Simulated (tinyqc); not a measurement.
Inside a calculation. Method: UHF in the sto-3g basis, for OH+, spin multiplicity 3. This run ends on a higher stationary point, not on the lowest solution. One step of it, computed by the program tinyqc.

Question. Iteration 2: building the Fock matrix. J_ij = sum D_kl (ij|kl) with D = D(alpha) + D(beta), K_ij = sum D_kl (ik|jl) for each spin; F = H + J - K(s); E = tr D H + tr D J / 2 - 0.5 sum_s tr D(s) K(s) + E_nn.

D(alpha) after iteration 1, lower triangle:
```
            1O 1s      1O 2s    1O 2px    1O 2py    1O 2pz     2H 1s
1O 1s    1.058843
1O 2s   -0.248534   1.050087
1O 2px   0.000000   0.000000  1.000000
1O 2py   0.000000   0.000000  0.000000  1.000000
1O 2pz   0.007289  -0.033751  0.000000  0.000000  0.907635
2H 1s   -0.010982   0.037309  0.000000  0.000000  0.214623  0.052710
```

D(beta) after iteration 1, lower triangle:
```
            1O 1s     1O 2s    1O 2px    1O 2py    1O 2pz     2H 1s
1O 1s    1.028157
1O 2s   -0.128247  0.578619
1O 2px   0.000000  0.000000  0.968968
1O 2py   0.000000  0.000000  0.173403  0.031032
1O 2pz  -0.113152  0.435931  0.000000  0.000000  0.328703
2H 1s   -0.050696  0.191471  0.000000  0.000000  0.144391  0.063428
```

core Hamiltonian H = T + V (hartree), lower triangle:
```
             1O 1s      1O 2s     1O 2px     1O 2py     1O 2pz      2H 1s
1O 1s   -31.891012
1O 2s    -7.416363  -8.519546
1O 2px    0.000000   0.000000  -6.720251
1O 2py    0.000000   0.000000   0.000000  -6.720251
1O 2pz   -0.003862  -0.048753   0.000000   0.000000  -6.738932
2H 1s    -0.190961  -0.553951   0.000000   0.000000  -0.492820  -2.671376
```

Two-electron integrals (ij|kl) in chemists' order, unique and non-zero (hartree):
```
(11|11) 4.785065   (21|11) 0.741380   (21|21) 0.136873   (22|11) 1.118947
(22|21) 0.256633   (22|22) 0.817206   (31|31) 0.024477   (32|31) 0.037809
(32|32) 0.180518   (33|11) 1.115814   (33|21) 0.256684   (33|22) 0.817023
(33|33) 0.880159   (41|41) 0.024477   (42|41) 0.037809   (42|42) 0.180518
(43|43) 0.047444   (44|11) 1.115814   (44|21) 0.256684   (44|22) 0.817023
(44|33) 0.785270   (44|44) 0.880159   (51|51) 0.024477   (52|51) 0.037809
(52|52) 0.180518   (53|53) 0.047444   (54|54) 0.047444   (55|11) 1.115814
(55|21) 0.256684   (55|22) 0.817023   (55|33) 0.785270   (55|44) 0.785270
(55|55) 0.880159   (61|11) 0.019117   (61|21) 0.003503   (61|22) 0.006541
(61|33) 0.006532   (61|44) 0.006532   (61|51) 0.000157   (61|52) 0.000298
(61|55) 0.006561   (61|61) 0.000091   (62|11) 0.061634   (62|21) 0.014381
(62|22) 0.052884   (62|33) 0.051996   (62|44) 0.051996   (62|51) 0.001069
(62|52) 0.009221   (62|55) 0.054605   (62|61) 0.000376   (62|62) 0.004926
(63|31) 0.001302   (63|32) 0.008303   (63|53) 0.001834   (63|63) 0.000621
(64|41) 0.001302   (64|42) 0.008303   (64|54) 0.001834   (64|64) 0.000621
(65|11) 0.054056   (65|21) 0.012747   (65|22) 0.050015   (65|33) 0.048117
(65|44) 0.048117   (65|51) 0.002000   (65|52) 0.015411   (65|55) 0.053756
(65|61) 0.000342   (65|62) 0.005636   (65|65) 0.006966   (66|11) 0.275590
(66|21) 0.065228   (66|22) 0.275116   (66|33) 0.269230   (66|44) 0.269230
(66|51) 0.003835   (66|52) 0.047873   (66|55) 0.286829   (66|61) 0.001698
(66|62) 0.036921   (66|65) 0.049107   (66|66) 0.774606
```

nuclear repulsion = 2.20605403 hartree

Give: Coulomb J; exchange K(alpha); exchange K(beta); F(alpha); F(beta); total energy of this density.

Answer.

Coulomb J (hartree), lower triangle:
```
          1O 1s   1O 2s  1O 2px  1O 2py  1O 2pz   2H 1s
1O 1s   16.0738
1O 2s    2.9724  7.0253
1O 2px   0.0000  0.0000  7.0683
1O 2py   0.0000  0.0000  0.0165  6.9793
1O 2pz   0.0276  0.1580  0.0000  0.0000  7.0060
2H 1s    0.0764  0.4452  0.0000  0.0000  0.4207  2.3160
```

exchange K(alpha) (hartree), lower triangle:
```
         1O 1s    1O 2s  1O 2px  1O 2py  1O 2pz   2H 1s
1O 1s   4.9129
1O 2s   0.8527   1.4082
1O 2px  0.0000   0.0000  1.1688
1O 2py  0.0000   0.0000  0.0000  1.1688
1O 2pz  0.0001  -0.0141  0.0000  0.0000  1.1150
2H 1s   0.0239   0.1059  0.0000  0.0000  0.1273  0.0769
```

exchange K(beta) (hartree), lower triangle:
```
         1O 1s   1O 2s  1O 2px  1O 2py  1O 2pz   2H 1s
1O 1s   4.8408
1O 2s   0.8009  0.8094
1O 2px  0.0000  0.0000  0.9935
1O 2py  0.0000  0.0000  0.1444  0.2124
1O 2pz  0.0004  0.4226  0.0000  0.0000  0.4783
2H 1s   0.0208  0.1296  0.0000  0.0000  0.1099  0.0879
```

F(alpha) (hartree), lower triangle:
```
           1O 1s    1O 2s   1O 2px   1O 2py   1O 2pz    2H 1s
1O 1s   -20.7301
1O 2s    -5.2967  -2.9025
1O 2px    0.0000   0.0000  -0.8207
1O 2py    0.0000   0.0000   0.0165  -0.9097
1O 2pz    0.0236   0.1234   0.0000   0.0000  -0.8479
2H 1s    -0.1384  -0.2147   0.0000   0.0000  -0.1994  -0.4323
```

F(beta) (hartree), lower triangle:
```
           1O 1s    1O 2s   1O 2px  1O 2py   1O 2pz    2H 1s
1O 1s   -20.6580
1O 2s    -5.2448  -2.3036
1O 2px    0.0000   0.0000  -0.6454
1O 2py    0.0000   0.0000  -0.1279  0.0466
1O 2pz    0.0234  -0.3134   0.0000  0.0000  -0.2112
2H 1s    -0.1353  -0.2384   0.0000  0.0000  -0.1821  -0.4433
```

total energy of this density = -73.626313 hartree
